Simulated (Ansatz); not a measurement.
**LiPH₂ (triplet): the correlation ladder at scale of all distances = 1.320, 6-31G**

Aim: climb from Hartree-Fock through coupled cluster and multireference methods for LiPH₂ (triplet) at one geometry and basis, and see what each rung misses.

The runs use Ansatz 0.2.0, Gaussian basis; 6-31G, core rule «outside noble gas», up to 6 orbitals frozen.

The runs, in order: UHF; CCSD(T) on ROHF; CCSD(T) on UHF; BCCD(T) on ROHF; CISD as a restricted active space (open shells left free, so some higher excitations enter); CCSDT(Q) on ROHF; CCSDT(Q) on UHF; CASSCF and MRCISD+Q, 4 electrons in 4 orbitals; CASSCF and NEVPT2, 4 electrons in 4 orbitals; Full CI.

34 further runs of the same task are left out: 19 for a known fault of the program, 11 that didn't finish, 4 set aside as unsound or not needed. Runs told in other sessions of the task aren't counted.

## (1) What is computed

The geometry derives from a PBE0/def2-TZVP stationary point (not a proven minimum). All distances are scaled together.

4 atoms, charge 0, spin multiplicity 3.

Atoms are counted from 1 here; the program's logs count them from 0.

No contacts short enough for the rule that draws bonds.

Coordinates:

| atom | x (Å) | y (Å) | z (Å) |
| --- | --- | --- | --- |
| P1 | 0.00000 | 0.03606 | 0.64542 |
| Li2 | 0.00000 | -0.00147 | -3.40223 |
| H3 | 0.00000 | 0.66567 | 2.42468 |
| H4 | 0.00000 | -1.76359 | 1.17051 |

## (2) UHF

in.yaml reads:

```yaml
crystal:
  periodic: [false, false, false]
  atoms:
    - {symbol: P, position_ang: [0.000000, 0.036057, 0.645422]}
    - {symbol: Li, position_ang: [0.000000, -0.001469, -3.402231]}
    - {symbol: H, position_ang: [0.000000, 0.665672, 2.424684]}
    - {symbol: H, position_ang: [0.000000, -1.763586, 1.170511]}
basis:
  gaussian: {orbitals: 6-31G}
magnetization: {spin_polarized: true, initial_magnetization: 2}
hamiltonian: {xc: hf}
output: {orbitals: {seedname: orbitals}}
```

The run is started by

```bash
$ ansatz run in.yaml --threads 1 --pin off --events-out ev --progress --plain --max-ram 2393MiB
```

After this run come: CCSD(T) on ROHF; CCSD(T) on UHF; BCCD(T) on ROHF; CISD as a restricted active space (open shells left free, so some higher excitations enter); CCSDT(Q) on ROHF; CCSDT(Q) on UHF; CASSCF and MRCISD+Q, 4 electrons in 4 orbitals; CASSCF and NEVPT2, 4 electrons in 4 orbitals; Full CI.

Q: Predict the results of all the runs planned. Wanted: FCI from the RHF energy; RMP2 from FCI; UMP2 from FCI; RCCSD from FCI; RCCSD(T) from FCI; UCCSD(T) from FCI; RCCSDT(Q) from FCI; UCCSDT(Q) from FCI; NEVPT2 pair from FCI.

**Answer**, as computed:

| quantity | value |
| --- | --- |
| FCI from the ROHF energy | -2.5968 eV |
| RMP2 from FCI | +877.4 meV |
| UMP2 from FCI | +1116.2 meV |
| RCCSD from FCI | +48.3 meV |
| RCCSD(T) from FCI | +12.2 meV |
| UCCSD(T) from FCI | +23.3 meV |
| RCCSDT(Q) from FCI | +0.1 meV |
| UCCSDT(Q) from FCI | +0.2 meV |
| NEVPT2 pair from FCI | +546.4 meV |
| levels within 1 kcal/mol (43 meV) | RCCSD(T), UCCSD(T), BCCD(T), RCCSDT, UCCSDT, RCCSDT(Q), UCCSDT(Q) |
| T1 diagnostic | 0.023 |
| effectively unpaired electrons | 2.16 |

**Reading.** RCCSD(T) lands +12.2 meV from the yardstick (0.5 % of the correlation energy). One determinant dominates. These misses are within one basis, not against nature; the frozen cores of restricted and unrestricted runs differ, which can shift their rows.

Levels on UHF freeze UHF's core orbitals, full CI those of ROHF, so the U rows can settle a little off it for that reason alone.

With open shells the CI space here admits some higher excitations, so it is larger than plain CISD.
